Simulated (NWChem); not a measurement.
All runs are NWChem calculations. System: CS, charge 0, spin multiplicity 1, at a geometry optimised with PBE/def2-SVP. The structure started from a generated list of species. Level: G0W0@PBE/def2-TZVPD, RI basis def2-tzvpd-rifit.

Part of the output:

```
             Northwest Computational Chemistry Package (NWChem) 7.3.0
             --------------------------------------------------------

                                NWChem Input Module
                                -------------------

 Scaling coordinates for geometry "geometry" by  1.889725989
 (inverse scale =  0.529177249)

 Turning off AUTOSYM since
 SYMMETRY directive was detected!

                             Geometry "geometry" -> ""
                             -------------------------

 Output coordinates in angstroms (scale by  1.889725989 to convert to a.u.)

  No.       Tag          Charge          X              Y              Z
 ---- ---------------- ---------- -------------- -------------- --------------
    1 C                    6.0000     0.00000000     0.00000000     1.12955100
    2 S                   16.0000     0.00000000     0.00000000    -0.42358200

 Effective nuclear repulsion energy (a.u.)      32.7087351205

            Nuclear Dipole moment (a.u.)
            ----------------------------
        X                 Y               Z
 ---------------- ---------------- ----------------
     0.0000000000     0.0000000000    -0.0000113384

      Symmetry information
      --------------------

 Group name             C2v
 Group number             16
 Group order               4
 No. of unique centers     2

      Symmetry unique atoms

     1    2


 Summary of "ao basis" -> "" (spherical)
 ------------------------------------------------------------------------------
       Tag                 Description            Shells   Functions and Types
 ---------------- ------------------------------  ------  ---------------------
 *                         def2-tzvpd                 on all atoms

 new library libraries.bse/

 Summary of "ri basis" -> "" (spherical)
 ------------------------------------------------------------------------------
       Tag                 Description            Shells   Functions and Types
 ---------------- ------------------------------  ------  ---------------------
 *                      def2-tzvpd-rifit              on all atoms

  pbe96 is a nonlocal functional; adding pw91lda local functional.

                                 NWChem DFT Module
                                 -----------------

 Summary of "ao basis" -> "ao basis" (spherical)
 ------------------------------------------------------------------------------
       Tag                 Description            Shells   Functions and Types
[...]
  ----- ------------  ---------------      ----- ------------  ---------------
    61      1.167091  2 S  pz                 6     -0.961587  1 C  s
    43      0.694875  2 S  s                 58      0.349257  2 S  pz
    42      0.297230  2 S  s                  4     -0.239328  1 C  s
    15      0.209727  1 C  pz                41      0.164302  2 S  s
     9      0.136999  1 C  pz                69     -0.136909  2 S  d  0

 center of mass
 --------------
 x =   0.00000000 y =   0.00000000 z =   0.00050791

 moments of inertia (a.u.)
 ------------------
          75.160568596555           0.000000000000           0.000000000000
           0.000000000000          75.160568596555           0.000000000000
           0.000000000000           0.000000000000           0.000000000000

     Multipole analysis of the density
     ---------------------------------

     L   x y z        total         alpha         beta         nuclear
     -   - - -        -----         -----         ----         -------
     0   0 0 0     -0.000000    -11.000000    -11.000000     22.000000

     1   1 0 0     -0.000000     -0.000000     -0.000000      0.000000
     1   0 1 0     -0.000000     -0.000000     -0.000000      0.000000
     1   0 0 1     -0.757434     -0.378711     -0.378711     -0.000011

     2   2 0 0    -13.614154     -6.807077     -6.807077      0.000000
     2   1 1 0     -0.000000     -0.000000     -0.000000      0.000000
     2   1 0 1     -0.000000     -0.000000     -0.000000      0.000000
     2   0 2 0    -13.614154     -6.807077     -6.807077      0.000000
     2   0 1 1     -0.000000     -0.000000     -0.000000      0.000000
     2   0 0 2    -15.401636    -26.495437    -26.495437     37.589238

 Task  times  cpu:        3.3s     wall:        3.3s

                                NWChem Input Module
                                -------------------

                                 NWChem GW Module
                                 ----------------

                             ***********************
                             ***        GW       ***
                             ***********************

 Summary of "ri basis" -> "ri basis" (spherical)
 ------------------------------------------------------------------------------
       Tag                 Description            Shells   Functions and Types
 ---------------- ------------------------------  ------  ---------------------
 C                      def2-tzvpd-rifit            26       92   9s7p5d4f1g
 S                      def2-tzvpd-rifit            33      129   10s8p7d6f2g

                 Memory Information
                 ------------------
          Available GA per process is          1699.9 MBs
          Available stack per process is        700.0 MBs
          Available heap per process is           0.0 MBs

          Peak memory in Initialization
              Peak GA per process is                  2.2 MBs
              Peak stack per process is               0.1 MBs
              Peak heap per process is                2.4 MBs
              Memory not in MA per process            0.0 MBs

          Peak memory in AFF Calculation
              Peak GA per process is                  7.9 MBs
              Peak stack per process is               4.8 MBs
              Peak heap per process is                0.0 MBs
              Memory not in MA per process            4.8 MBs

          Computing 2-center integrals
          Computing Inverse Cholesky factor
          Computing 3-center integrals
          Computing V_xc ...

          Computing Sigma_x
          Computing RPA polarizability
          Solving quasiparticle equations

                  Alpha Orbitals
          State     Energy (eV)     Error (eV)
          -----------------------------------
@GW         8        -15.762           0.000
@GW         9        -12.113           0.002
@GW        10        -12.113           0.002
@GW        11        -10.618           0.002
@GW        12         -0.123           0.002
@GW        13         -0.123           0.002

   Applying  -3.1797 eV scissor-shift to rest of particle states

   Applying   3.3607 eV scissor-shift to rest of hole states

     GW Timing Statistics
   ------------------------
   Init.   :          0.0s
     ERIs  :          0.2s
     Distr.:          0.0s
     Vxc   :          0.0s
   Sigma_x :          0.0s
   RPA     :          0.1s
   Wmn     :          0.0s
   Sigma_c :          0.0s
   GW total:          0.4s

 Task  times  cpu:        0.4s     wall:        0.4s

 Total times  cpu:        3.7s     wall:        3.7s
```

Q: Write an NWChem input that would produce this output.

A: One answer among several that fit: 
```
start mol
memory heap 200 mb stack 700 mb global 1700 mb
geometry units angstroms nocenter noautoz
  C      0.000000     0.000000     1.129551
  S      0.000000     0.000000    -0.423582
  symmetry group C2v
end
basis spherical
  * library def2-tzvpd
end
basis "ri basis" bse spherical
  * library def2-tzvpd-rifit
end
dft
  xc xpbe96 cpbe96
  iterations 100
  direct
  tolerances tight
end
task dft energy
gw
  states alpha occ 4 vir 2
end
task dft gw
```
